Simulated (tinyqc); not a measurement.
UHF in the sto-6g basis, for CH2, spin multiplicity 3, step by step (part 3 of 3). Computed by tinyqc, a small Python program that keeps every step (integrals from PySCF). Command: `OMP_NUM_THREADS=1 python tinyqc.py 25431 25432 out.jsonl` (the two numbers bound the seeds that draw the settings). One thread of a shared host (Intel(R) Xeon(R) Processor @ 2.60GHz), about 0.2 s of CPU time with the checks.

Geometry (angstrom):
```
atom         x          y         z
C     0.000000   0.000000  0.000000
H     0.000000   1.125000  0.686000
H     0.000000  -1.125000  0.686000
```

## Iteration 20 (converged): orbitals

converged F(alpha) (hartree):
```
             1C 1s      1C 2s     1C 2px     1C 2py     1C 2pz      2H 1s      3H 1s
1C 1s   -11.146946  -2.875914   0.000000   0.000000  -0.002864  -0.459925  -0.459925
1C 2s    -2.875914  -1.483208   0.000000   0.000000   0.049092  -0.530864  -0.530864
1C 2px    0.000000   0.000000  -0.360788   0.000000   0.000000   0.000000   0.000000
1C 2py    0.000000   0.000000   0.000000  -0.206455   0.000000  -0.324494   0.324494
1C 2pz   -0.002864   0.049092   0.000000   0.000000  -0.279296  -0.211813  -0.211813
2H 1s    -0.459925  -0.530864   0.000000  -0.324494  -0.211813  -0.294727  -0.110927
3H 1s    -0.459925  -0.530864   0.000000   0.324494  -0.211813  -0.110927  -0.294727
```

converged F(beta) (hartree):
```
             1C 1s      1C 2s    1C 2px     1C 2py     1C 2pz      2H 1s      3H 1s
1C 1s   -11.085757  -2.820900  0.000000   0.000000  -0.005258  -0.448651  -0.448651
1C 2s    -2.820900  -1.076270  0.000000   0.000000  -0.200675  -0.496246  -0.496246
1C 2px    0.000000   0.000000  0.386011   0.000000   0.000000   0.000000   0.000000
1C 2py    0.000000   0.000000  0.000000  -0.034446   0.000000  -0.311629   0.311629
1C 2pz   -0.005258  -0.200675  0.000000   0.000000   0.291453  -0.168185  -0.168185
2H 1s    -0.448651  -0.496246  0.000000  -0.311629  -0.168185  -0.322421  -0.093563
3H 1s    -0.448651  -0.496246  0.000000   0.311629  -0.168185  -0.093563  -0.322421
```

X:
```
            1C 1s      1C 2s    1C 2px     1C 2py     1C 2pz      2H 1s      3H 1s
1C 1s    1.024963  -0.140621  0.000000   0.000000  -0.007482   0.019993   0.019993
1C 2s   -0.140621   1.157626  0.000000   0.000000   0.070702  -0.227965  -0.227965
1C 2px   0.000000   0.000000  1.000000   0.000000   0.000000   0.000000   0.000000
1C 2py   0.000000   0.000000  0.000000   1.103509   0.000000  -0.204542   0.204542
1C 2pz  -0.007482   0.070702  0.000000   0.000000   1.037188  -0.120364  -0.120364
2H 1s    0.019993  -0.227965  0.000000  -0.204542  -0.120364   1.136111  -0.017349
3H 1s    0.019993  -0.227965  0.000000   0.204542  -0.120364  -0.017349   1.136111
```

Diagonalise F' = X^T F X, C = X C', fill 5 alpha and 3 beta electrons from the bottom; D(s) = C_occ C_occ^T. Each column has its largest component positive (the first on a tie).

F' = X^T F X (alpha) (hartree):
```
            1          2          3          4          5          6          7
1  -10.942517  -1.460836   0.000000   0.000000  -0.032334  -0.040576  -0.040576
2   -1.460836  -0.792156   0.000000   0.000000   0.188925  -0.332380  -0.332380
3    0.000000   0.000000  -0.360788   0.000000   0.000000   0.000000   0.000000
4    0.000000   0.000000   0.000000   0.026185   0.000000  -0.350222   0.350222
5   -0.032334   0.188925   0.000000   0.000000  -0.187776  -0.222969  -0.222969
6   -0.040576  -0.332380   0.000000  -0.350222  -0.222969   0.018939  -0.025479
7   -0.040576  -0.332380   0.000000   0.350222  -0.222969  -0.025479   0.018939
```

orbital energies (alpha) (hartree): MO1 -11.149933, MO2 -0.837968, MO3 -0.460071, MO4 -0.398025, MO5 -0.360788, MO6 0.456936, MO7 0.530674

coefficients C (alpha):
```
              MO1        MO2        MO3        MO4       MO5        MO6        MO7
1C 1s    0.995389  -0.240760   0.000000   0.060336  0.000000  -0.137016   0.000000
1C 2s    0.019487   0.872553   0.000000  -0.330221  0.000000   0.773326   0.000000
1C 2px   0.000000   0.000000   0.000000   0.000000  1.000000   0.000000   0.000000
1C 2py   0.000000   0.000000   0.584794   0.000000  0.000000   0.000000   0.979501
1C 2pz   0.001475  -0.049548   0.000000   0.808161  0.000000   0.673949   0.000000
2H 1s   -0.003520   0.176017   0.425441   0.300073  0.000000  -0.756062  -0.725309
3H 1s   -0.003520   0.176017  -0.425441   0.300073  0.000000  -0.756062   0.725309
```

F' = X^T F X (beta) (hartree):
```
            1          2         3          4          5          6          7
1  -10.886003  -1.466512  0.000000   0.000000  -0.002796  -0.036761  -0.036761
2   -1.466512  -0.340488  0.000000   0.000000  -0.069944  -0.347943  -0.347943
3    0.000000   0.000000  0.386011   0.000000   0.000000   0.000000   0.000000
4    0.000000   0.000000  0.000000   0.220260   0.000000  -0.360963   0.360963
5   -0.002796  -0.069944  0.000000   0.000000   0.368375  -0.181721  -0.181721
6   -0.036761  -0.347943  0.000000  -0.360963  -0.181721  -0.030034  -0.016754
7   -0.036761  -0.347943  0.000000   0.360963  -0.181721  -0.016754  -0.030034
```

orbital energies (beta) (hartree): MO1 -11.087430, MO2 -0.627008, MO3 -0.420174, MO4 0.263609, MO5 0.386011, MO6 0.545925, MO7 0.627155

coefficients C (beta):
```
              MO1        MO2        MO3        MO4       MO5        MO6        MO7
1C 1s    0.996636  -0.185127   0.000000  -0.176027  0.000000  -0.112416   0.000000
1C 2s    0.014394   0.614186   0.000000   0.822974  0.000000   0.643497   0.000000
1C 2px   0.000000   0.000000   0.000000   0.000000  1.000000   0.000000   0.000000
1C 2py   0.000000   0.000000   0.461620   0.000000  0.000000   0.000000   1.043222
1C 2pz   0.001712   0.166103   0.000000  -0.555308  0.000000   0.879675   0.000000
2H 1s   -0.002785   0.349075   0.510306  -0.407158  0.000000  -0.636419  -0.668326
3H 1s   -0.002785   0.349075  -0.510306  -0.407158  0.000000  -0.636419   0.668326
```

D(alpha) after iteration 20:
```
            1C 1s      1C 2s    1C 2px     1C 2py     1C 2pz      2H 1s      3H 1s
1C 1s    1.052405  -0.210603  0.000000   0.000000   0.062158  -0.027777  -0.027777
1C 2s   -0.210603   0.870773  0.000000   0.000000  -0.310075   0.054425   0.054425
1C 2px   0.000000   0.000000  1.000000   0.000000   0.000000   0.000000   0.000000
1C 2py   0.000000   0.000000  0.000000   0.341985   0.000000   0.248795  -0.248795
1C 2pz   0.062158  -0.310075  0.000000   0.000000   0.655581   0.233781   0.233781
2H 1s   -0.027777   0.054425  0.000000   0.248795   0.233781   0.302038  -0.059961
3H 1s   -0.027777   0.054425  0.000000  -0.248795   0.233781  -0.059961   0.302038
```

D(beta) after iteration 20:
```
            1C 1s      1C 2s    1C 2px     1C 2py     1C 2pz      2H 1s      3H 1s
1C 1s    1.027555  -0.099356  0.000000   0.000000  -0.029043  -0.067399  -0.067399
1C 2s   -0.099356   0.377432  0.000000   0.000000   0.102043   0.214357   0.214357
1C 2px   0.000000   0.000000  0.000000   0.000000   0.000000   0.000000   0.000000
1C 2py   0.000000   0.000000  0.000000   0.213093   0.000000   0.235568  -0.235568
1C 2pz  -0.029043   0.102043  0.000000   0.000000   0.027593   0.057978   0.057978
2H 1s   -0.067399   0.214357  0.000000   0.235568   0.057978   0.382274  -0.138551
3H 1s   -0.067399   0.214357  0.000000  -0.235568   0.057978  -0.138551   0.382274
```

## Convergence

Stop when the energy changes by less than 1e-09 hartree and every element of the error matrix X^T (F D S - S D F) X (for each spin) is below 9e-06.

Course of the cycle:
```
iteration   E (hartree)     change  largest element of the error matrix
1          -12.18718397          -                             1.52e-01
2          -37.77175029  -2.56e+01                             2.66e-01
3          -37.81355052  -4.18e-02                             2.70e-01
4          -37.83677458  -2.32e-02                             2.72e-01
5          -38.57795622  -7.41e-01                             1.54e-01
6          -38.61907077  -4.11e-02                             1.33e-01
7          -38.67099214  -5.19e-02                             9.02e-02
8          -38.72262960  -5.16e-02                             3.86e-02
9          -38.74125628  -1.86e-02                             1.65e-02
10         -38.74707610  -5.82e-03                             8.01e-03
11         -38.74841871  -1.34e-03                             3.36e-03
12         -38.74856389  -1.45e-04                             1.36e-03
13         -38.74858162  -1.77e-05                             5.71e-04
14         -38.74858405  -2.43e-06                             2.52e-04
15         -38.74858442  -3.79e-07                             9.91e-05
16         -38.74858449  -6.62e-08                             3.66e-05
17         -38.74858451  -1.70e-08                             1.76e-05
18         -38.74858451  -5.88e-09                             9.81e-06
19         -38.74858451  -2.07e-09                             4.73e-06
20         -38.74858452  -3.48e-10                             2.53e-06
```

PySCF UHF in the same basis, after a stability check = -38.74858452 hartree

Converged in 20 iterations.

## Populations, bond orders and dipole

overlap S:
```
           1C 1s     1C 2s    1C 2px     1C 2py    1C 2pz     2H 1s      3H 1s
1C 1s   1.000000  0.243228  0.000000   0.000000  0.000000  0.038372   0.038372
1C 2s   0.243228  1.000000  0.000000   0.000000  0.000000  0.369453   0.369453
1C 2px  0.000000  0.000000  1.000000   0.000000  0.000000  0.000000   0.000000
1C 2py  0.000000  0.000000  0.000000   1.000000  0.000000  0.326448  -0.326448
1C 2pz  0.000000  0.000000  0.000000   0.000000  1.000000  0.199061   0.199061
2H 1s   0.038372  0.369453  0.000000   0.326448  0.199061  1.000000   0.079722
3H 1s   0.038372  0.369453  0.000000  -0.326448  0.199061  0.079722   1.000000
```

Mulliken: Z minus the diagonal of D S on the atom; Loewdin: the same with S^(1/2) D S^(1/2); Mayer order: 2 sum_s sum (D(s) S)_ij (D(s) S)_ji over the two atoms.

Charges (e):
```
atom   Mulliken    Loewdin  Mulliken spin
1C    -0.039331  -0.012654       2.184447
2H     0.019666   0.006327      -0.092223
3H     0.019666   0.006327      -0.092223
```

Mayer bond orders:
```
pair     order
2-1   0.967048
3-1   0.967048
3-2   0.024060
```

dipole moment about the origin, x y z (debye): 0.000000  0.000000  0.171310

<S^2> of the determinant (pure state: 2) = 2.025932
